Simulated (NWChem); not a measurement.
System: chlorine (Cl₂); SMILES ClCl

The following NWChem deck was run.

```
start job
memory heap 200 mb stack 900 mb global 1100 mb
geometry units angstroms noautoz
  Cl     0.000000     0.000000     1.021525
  Cl     0.000000     0.000000    -1.021525
end
basis spherical
  Cl library cc-pvtz
end
dft
  xc xpbe96 cpbe96
  iterations 150
  mulliken
end
task dft gradient
```

Output (shortened):

```
             Northwest Computational Chemistry Package (NWChem) 7.3.0
             --------------------------------------------------------

 ORDER OF PRIMARY AXIS IS BEING SET TO 4
 D4H symmetry detected

                             Geometry "geometry" -> ""
                             -------------------------

 Output coordinates in angstroms (scale by  1.889725989 to convert to a.u.)

  No.       Tag          Charge          X              Y              Z
 ---- ---------------- ---------- -------------- -------------- --------------
    1 Cl                  17.0000     0.00000000     0.00000000     1.02152500
    2 Cl                  17.0000     0.00000000     0.00000000    -1.02152500

 Effective nuclear repulsion energy (a.u.)      74.8548615848

      Symmetry information
      --------------------

 Group name             D4h
 Group number             28
 Group order              16
 No. of unique centers     1

  pbe96 is a nonlocal functional; adding pw91lda local functional.

                                 NWChem DFT Module
                                 -----------------

 Summary of "ao basis" -> "ao basis" (spherical)
 ------------------------------------------------------------------------------
       Tag                 Description            Shells   Functions and Types
 ---------------- ------------------------------  ------  ---------------------
 Cl                         cc-pvtz                 12       34   5s4p2d1f

      Symmetry analysis of basis
      --------------------------

        a1g        12
        a1u         0
        a2g         0
        a2u        12
        b1g         3
        b1u         3
        b2g         3
        b2u         3
        eg         16
        eu         16

            General Information
            -------------------
          SCF calculation type: DFT
          Wavefunction type:  closed shell.
          No. of atoms     :     2
          No. of electrons :    34
           Alpha electrons :    17
            Beta electrons :    17
          Charge           :     0
          Spin multiplicity:     1
          Use of symmetry is: on ; symmetry adaption is: on
          Maximum number of iterations: 150
          AO basis - number of functions:    68
                     number of shells:    24
          Convergence on energy requested:  1.00D-06
          Convergence on density requested:  1.00D-05
          Convergence on gradient requested:  5.00D-04

              XC Information
              --------------
          PerdewBurkeErnzerhof Exchange Functional  1.000
            Perdew 1991 LDA Correlation Functional  1.000 local
           PerdewBurkeErnz. Correlation Functional  1.000 non-local

             Grid Information
             ----------------
          Grid used for XC integration:  medium
          Radial quadrature: Mura-Knowles
          Angular quadrature: Lebedev.
          Tag              B.-S. Rad. Rad. Pts. Rad. Cut. Ang. Pts.
          ---              ---------- --------- --------- ---------
          Cl                  1.00       88           8.0       590
          Grid pruning is: on
          Number of quadrature shells:    88
          Spatial weights used:  Erf1

      Superposition of Atomic Density Guess
      -------------------------------------

 Sum of atomic energies:        -918.97288923

      Non-variational initial energy
      ------------------------------

 Total energy =    -919.036685
 1-e energy   =   -1419.389562
 2-e energy   =     425.498015
 HOMO         =      -0.355489
 LUMO         =      -0.131884

      Symmetry analysis of molecular orbitals - initial
      -------------------------------------------------

 !! scf_movecs_sym_adapt:   12 vectors were symmetry contaminated

  Symmetry fudging

 !! scf_movecs_sym_adapt:   10 vectors were symmetry contaminated

  Numbering of irreducible representations:

     1 a1g         2 a1u         3 a2g         4 a2u         5 b1g
     6 b1u         7 b2g         8 b2u         9 eg         10 eu

  Orbital symmetries:

     1 a2u         2 a1g         3 a1g         4 a2u         5 a1g
     6 a2u         7 eu          8 eu          9 eg         10 eg
    11 a1g        12 a2u        13 a1g        14 eu         15 eu
    16 eg         17 eg         18 a2u        19 a1g        20 a2u
    21 eu         22 eu         23 eu         24 eu         25 eg
    26 eg         27 a1g

     ---------------------------------------------
      Total Density - Mulliken Population Analysis
     ---------------------------------------------

    Atom       Charge   Shell Charges
 -----------   ------   -------------------------------------------------------
    1 Cl  17    17.00   2.00  1.88  1.19  0.19  0.68  5.82  2.78  1.02  1.38  0.01  0.04  0.00
    2 Cl  17    17.00   2.00  1.88  1.19  0.19  0.68  5.82  2.78  1.02  1.38  0.01  0.04  0.00

   convergence    iter        energy       DeltaE   RMS-Dens  Diis-err
 ---------------- ----- ----------------- --------- --------- ---------
 d= 0,ls=0.0,diis     1   -920.0018650195 -9.95D+02  6.36D-03  6.48D-01
 d= 0,ls=0.0,diis     2   -920.0062524341 -4.39D-03  4.85D-03  2.02D-01
 d= 0,ls=0.0,diis     3   -920.0215643826 -1.53D-02  1.77D-03  8.61D-02
 d= 0,ls=0.0,diis     4   -920.0326934489 -1.11D-02  1.91D-04  2.73D-04
 d= 0,ls=0.0,diis     5   -920.0327264390 -3.30D-05  3.59D-05  2.48D-05
  Resetting Diis
 d= 0,ls=0.0,diis     6   -920.0327284835 -2.04D-06  5.85D-07  9.08D-09
 d= 0,ls=0.0,diis     7   -920.0327284845 -1.01D-09  2.71D-07  2.33D-10

         Total DFT energy =     -920.032728484540
      One electron energy =    -1419.061480607169
           Coulomb energy =      480.203710947661
    Exchange-Corr. energy =      -56.029820409874
 Nuclear repulsion energy =       74.854861584843

 Numeric. integr. density =       33.999999930948

                  Occupations of the irreducible representations
                  ----------------------------------------------

                     irrep           alpha         beta
                     --------     --------     --------
                     a1g               5.0          5.0
                     a1u               0.0          0.0
                     a2g               0.0          0.0
                     a2u               4.0          4.0
                     b1g               0.0          0.0
                     b1u               0.0          0.0
                     b2g               0.0          0.0
                     b2u               0.0          0.0
                     eg                4.0          4.0
                     eu                4.0          4.0

                       DFT Final Molecular Orbital Analysis
                       ------------------------------------

 Vector   15  Occ=2.000000D+00  E=-3.594921D-01  Symmetry=eu
              MO Center=  4.1D-16, -7.4D-17, -1.6D-14, r^2= 2.0D+00
   Bfn.  Coefficient  Atom+Function         Bfn.  Coefficient  Atom+Function
  ----- ------------  ---------------      ----- ------------  ---------------
     9      0.309601  1 Cl px                43      0.309601  2 Cl px
    10      0.225775  1 Cl py                44      0.225775  2 Cl py
    15      0.172500  1 Cl px                49      0.172500  2 Cl px
    12      0.147734  1 Cl px                46      0.147734  2 Cl px
    16      0.125795  1 Cl py                50      0.125795  2 Cl py

 Vector   16  Occ=2.000000D+00  E=-2.704397D-01  Symmetry=eg
              MO Center=  3.1D-14, -1.0D-15,  1.7D-14, r^2= 2.3D+00
   Bfn.  Coefficient  Atom+Function         Bfn.  Coefficient  Atom+Function
  ----- ------------  ---------------      ----- ------------  ---------------
     9      0.415923  1 Cl px                43     -0.415923  2 Cl px
    15      0.285158  1 Cl px                49     -0.285158  2 Cl px
    12      0.208327  1 Cl px                46     -0.208327  2 Cl px

 Vector   17  Occ=2.000000D+00  E=-2.704397D-01  Symmetry=eg
              MO Center=  1.8D-16, -1.8D-16, -1.9D-14, r^2= 2.3D+00
   Bfn.  Coefficient  Atom+Function         Bfn.  Coefficient  Atom+Function
  ----- ------------  ---------------      ----- ------------  ---------------
    10      0.415923  1 Cl py                44     -0.415923  2 Cl py
    16      0.285158  1 Cl py                50     -0.285158  2 Cl py
    13      0.208327  1 Cl py                47     -0.208327  2 Cl py

 Vector   18  Occ=0.000000D+00  E=-1.686857D-01  Symmetry=a2u
              MO Center= -1.6D-17,  2.5D-18,  2.3D-16, r^2= 2.6D+00
   Bfn.  Coefficient  Atom+Function         Bfn.  Coefficient  Atom+Function
  ----- ------------  ---------------      ----- ------------  ---------------
    17      0.459569  1 Cl pz                51      0.459569  2 Cl pz
    11      0.440978  1 Cl pz                45      0.440978  2 Cl pz
     5     -0.277367  1 Cl s                 39      0.277367  2 Cl s
    14      0.218658  1 Cl pz                48      0.218658  2 Cl pz
     3     -0.140895  1 Cl s                 37      0.140895  2 Cl s

[...]

                         DFT ENERGY GRADIENTS

    atom               coordinates                        gradient
                 x          y          z           x          y          z
   1 Cl      0.000000   0.000000   1.930402    0.000000   0.000000   0.008307
   2 Cl      0.000000   0.000000  -1.930402    0.000000  -0.000000  -0.008307
```

Level: PBE/cc-pVTZ. Coordinates come from a B3LYP/6-31G* (spherical d) optimisation.
